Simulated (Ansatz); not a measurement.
Cartesian coordinates (Å):
```xyz
9

C      1.3661    -0.1470     0.0916
S     -0.1051    -1.1792    -0.0499
C     -1.3699     0.1046    -0.0934
H      1.4788     0.5187    -0.7783
H      1.3517     0.4543     1.0141
H      2.2322    -0.8227     0.1288
H     -1.2427     0.7690    -0.9623
H     -2.3413    -0.4022    -0.1806
H     -1.3698     0.7045     0.8300
```
Charge +1, spin multiplicity 2.

Level of theory: frozen-core CCSD(T)/cc-pVTZ // PBE0-D3(BJ)/def2-SVP (Ansatz, a quantum-chemistry and plane-wave program). The geometry is that of the parent before the electron was removed.

```yaml
HF energy: -476.52201 Ha
MP2 correlation energy: -0.49707 Ha
```

Task: Estimate the CCSD correlation energy, the (T) correction, the total energy and the T1 diagnostic.

Result: 
```
Property                        Result
-----------------------  -------------
CCSD correlation energy    -0.54412 Ha
(T) correction             -0.02176 Ha
CCSD(T) total energy     -477.08789 Ha
T1 diagnostic                    0.015
```
